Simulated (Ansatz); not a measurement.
# AlH3+ (doublet): wave-function methods side by side, def2-TZVPP

An exercise on one series of results from a longer session: the logs are not shown, and one member is left open.

The runs use Ansatz 0.2.0, Gaussian basis; def2-TZVPP, core rule «outside noble gas», up to 5 orbitals frozen.

Plan: UHF; ROHF; CCSD(T) on UHF.

2 further runs of the same task are left out: 2 set aside as unsound or not needed.

## The geometry

The geometry is a PBE0/def2-TZVP stationary point (not a proven minimum) of the parent state, kept for this charge and spin.

4 atoms, charge 1, spin multiplicity 2.

Atoms are counted from 1 here; the program's logs count them from 0.

Bond lengths: Al1–H2 1.590 Å, Al1–H3 1.843 Å, Al1–H4 1.843 Å, H3–H4 0.841 Å. Angles: H2–Al1–H3 101.8°, H2–Al1–H4 101.8°, H3–Al1–H4 26.4°, Al1–H3–H4 76.8°, Al1–H4–H3 76.8°.

Coordinates:

```xyz
4
charge 1, multiplicity 2
Al    0.00000    0.07441   -0.09563
H     0.00000   -1.37241   -0.75398
H     0.42065   -0.30977    1.65699
H    -0.42065   -0.30977    1.65699
```

The first run:

File in.yaml:

```yaml
crystal:
  periodic: [false, false, false]
  atoms:
    - {symbol: Al, position_ang: [0.000000, 0.074413, -0.095633]}
    - {symbol: H, position_ang: [0.000000, -1.372409, -0.753982]}
    - {symbol: H, position_ang: [0.420650, -0.309773, 1.656991]}
    - {symbol: H, position_ang: [-0.420650, -0.309773, 1.656991]}
basis:
  gaussian: {orbitals: def2-TZVPP}
total_charge: 1
magnetization: {spin_polarized: true, initial_magnetization: 1}
hamiltonian: {xc: hf}
output: {orbitals: {seedname: orbitals}}
```

Started as:

```bash
> ansatz run in.yaml --threads 1 --pin off --events-out ev --progress --plain --max-ram 2816MiB --backend cpu
```

Steps of the session up to this table: UHF; ROHF; CCSD(T) on UHF.

One of the session's tables, all rows but one given; the rest of the session is left out.

It belongs to the step «Misses and costs». 

| method | from UCCSD(T) (meV) |
| --- | --- |
| ROHF | +2525.6 |
| UHF | ? |
| UMP2 | +564.3 |
| UCCSD | +31.9 |
| UCCSD(T) | 0 |

**Question.** Estimate the row for UHF.

**Answer.** from UCCSD(T) (meV): +2485.3. In the column «from UCCSD(T) (meV)» it lies between UMP2 (+564.3) and ROHF (+2525.6).
